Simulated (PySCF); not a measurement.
C2H6O. Atoms are numbered in the order given.

```xyz
9

C     -1.2044     0.1416     0.2487
C      0.0681    -0.4329    -0.3566
O      1.2390     0.3085    -0.0011
H     -2.0880    -0.4209    -0.0902
H     -1.3297     1.1947    -0.0400
H     -1.1790     0.0869     1.3488
H      0.1774    -1.4986    -0.0765
H      0.0240    -0.3889    -1.4549
H      1.3010     0.3066     0.9695
```
Charge 0, spin multiplicity 1.

Coordinates come from a PBE-D3(BJ)/def2-TZVP optimisation. The values are those of a single conformer.

Computed with PBE-D3(BJ)/def2-TZVP (PySCF).

No scaling factor is applied to the harmonic values.

| mode | ν (cm⁻¹) | IR (km/mol) | moving atoms (share of kinetic energy) |
|---|---|---|---|
| 1 | 262 | 3.5 | H 92 % |
| 2 | 283 | 106.8 | H 90 % |
| 3 | 411 | 14.4 | O 34 %, H 33 %, C 32 % |
| 4 | 782 | 3.1 | H 92 % |
| 5 | 863 | 10.9 | H 41 %, C 38 %, O 21 % |
| 6 | 1030 | 60.4 | H 70 %, C 24 % |
| 7 | 1044 | 61.0 | C 62 %, O 19 %, H 18 % |
| 8 | 1101 | 4.6 | H 53 %, C 41 % |
| 9 | 1240 | 9.6 | H 77 %, C 22 % |
| 10 | 1325 | 0.6 | H 81 %, C 15 % |
| 11 | 1350 | 3.9 | H 81 %, C 18 % |
| 12 | 1370 | 43.9 | H 79 %, C 18 % |
| 13 | 1436 | 8.4 | H 96 % |
| 14 | 1440 | 2.0 | H 96 % |
| 15 | 1462 | 1.4 | H 92 % |
| 16 | 2910 | 68.1 | H 93 % |
| 17 | 2960 | 16.6 | H 97 % |
| 18 | 3003 | 9.0 | H 92 %, C 8 % |
| 19 | 3031 | 45.6 | H 91 %, C 9 % |
| 20 | 3048 | 27.9 | H 91 %, C 9 % |
| 21 | 3688 | 12.3 | H 94 % |
